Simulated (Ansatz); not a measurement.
```yaml
crystal:
  periodic: [false, false, false]
  atoms:
    - {symbol: C, position_ang: [-1.388701, 0.392670, 0.254129]}
    - {symbol: C, position_ang: [0.089601, 0.176493, 0.330114]}
    - {symbol: C, position_ang: [0.810181, -0.815130, 0.710440]}
    - {symbol: S, position_ang: [2.415510, -0.459793, -0.250926]}
    - {symbol: C, position_ang: [0.998300, 0.563946, -1.139841]}
    - {symbol: H, position_ang: [-1.248435, 1.312251, 0.408055]}
    - {symbol: H, position_ang: [-1.819587, -0.071283, 1.079593]}
    - {symbol: H, position_ang: [-1.902532, 0.218221, -0.497813]}
    - {symbol: H, position_ang: [0.744270, -1.303186, 1.706732]}
    - {symbol: H, position_ang: [1.142710, 1.012964, -1.250532]}
    - {symbol: H, position_ang: [0.570896, -0.172732, -2.060537]}
basis:
  gaussian: {orbitals: def2-TZVPD}
hamiltonian: {xc: {name: BLYP}, dispersion: d3bjatm, pseudopotentials: {relativity: scalar}}
output: {forces: true}
```

```sh
$ ansatz run in.yaml --threads 4 --pin off --events-out ev --progress --plain --max-ram 10444MiB
```

Shortened log:

```
Functional definition: BLYP
  name "BLYP"
  cite "Becke, Phys. Rev. A 38, 3098 (1988) doi:10.1103/PhysRevA.38.3098"
  cite "Lee, Yang & Parr, Phys. Rev. B 37, 785 (1988) doi:10.1103/PhysRevB.37.785"
  parameter beta = 0.0042
  parameter a = 0.04918
  parameter b = 0.132
  parameter c = 0.2533
  parameter d = 0.349
  exchange = b88_x(beta = beta)
  correlation = lyp_c(a = a, b = b, c = c, d = d)
1295 factors; their error is unknown
mean field evaluation 1: about -15035.0834 eV, gradient 1.3e2 eV
mean field evaluation 2: about -14716.1789 eV, gradient 3.1e2 eV
mean field evaluation 4: about -15063.0197 eV, gradient 6.9e1 eV
mean field evaluation 8: about -15076.7285 eV, gradient 1.2e0 eV
mean field evaluation 16: about -15076.6869 eV, gradient 4.0e-3 eV
mean field -15076.68686166 eV, -554.0580228206 hartree, gradient 1.9e-5 eV, S^2 0.000000; 0 other end points of the search recorded, 0 dependent functions left out
the calculation of the forces begins
reference -15076.68726665 eV, -554.0580377037 hartree; 23, 23 occupied and 225, 225 virtual orbitals, 1295 factors
Total energy: -15077.24001286 eV, -554.0783507524 hartree
Relativity: scalar
Atom 0 at    -1.388701     0.392670     0.254129 Å, force     5.231167    -3.298853     6.228880 eV/Å
Atom 1 at     0.089601     0.176493     0.330114 Å, force    -1.310777     0.809360    -6.935679 eV/Å
Atom 2 at     0.810181    -0.815130     0.710440 Å, force     4.221997    -1.316984     2.709146 eV/Å
Atom 3 at     2.415510    -0.459793    -0.250926 Å, force    -1.723172    -0.249239     0.083779 eV/Å
Atom 4 at     0.998300     0.563946    -1.139841 Å, force   -55.041016  -171.466178    42.339703 eV/Å
Atom 5 at    -1.248435     1.312251     0.408055 Å, force    -1.048988     8.096227     1.329196 eV/Å
Atom 6 at    -1.819587    -0.071283     1.079593 Å, force    -1.117182    -0.730139     1.827563 eV/Å
Atom 7 at    -1.902532     0.218221    -0.497813 Å, force    -4.026005    -1.955811    -7.646779 eV/Å
Atom 8 at     0.744270    -1.303186     1.706732 Å, force     0.086565    -0.470163    -0.889333 eV/Å
Atom 9 at     1.142710     1.012964    -1.250532 Å, force    53.588991   168.141867   -41.586411 eV/Å
Atom 10 at     0.570896    -0.172732    -2.060537 Å, force     1.138421     2.439913     2.539935 eV/Å
Dipole moment:    -0.432541     0.082359     0.005266 e Å
```

Hardware: 4 threads of an AMD EPYC 9R45 on a shared host. Wall time 1.5 s, peak host memory 0.47 GiB.
